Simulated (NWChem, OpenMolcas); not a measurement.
## Predicting a hybrid from its neighbours: C2N2

C2N2 has 4 atoms, charge 0, and is taken as a singlet. As SMILES, `[C-]#[N+][N+]#[C-]`. The shape is that of a PBE0-D4/def2-TZVP optimisation.

The HOMO–LUMO gap y, in eV, basis cc-pVTZ; a is the functional's share of exact exchange. Programs: NWChem 7.3.0, OpenMolcas 26.06.

| functional | program | a | y (eV) |
| --- | --- | --- | --- |
| BLYP | NWChem | 0 | 5.45 |
| revPBE | NWChem | 0 | 5.46 |
| B3LYP | OpenMolcas | 0.2 | ? |
| PBE0 | OpenMolcas | 0.25 | 8.16 |
| BHLYP | OpenMolcas | 0.5 | 10.76 |

Fit y = c + s·a to the known rows and predict B3LYP.


1. Means of the 4 rows: a = 0.1875, y = 7.457.
2. Σ(Δa)² = 0.17188, Σ(Δa·Δy) = 1.8269, so the slope is 1.8269/0.17188 = 10.629.
3. Intercept: 7.457 − (10.629) × 0.1875 = 5.464. The largest residual of the fit is 0.039.
4. B3LYP: 5.464 + (10.629) × 0.2 = 7.59 eV.

The run gave 7.65 eV, so the prediction is off by -0.06 eV, more than the scatter of the fit. Exact exchange lowers occupied levels and raises empty ones.
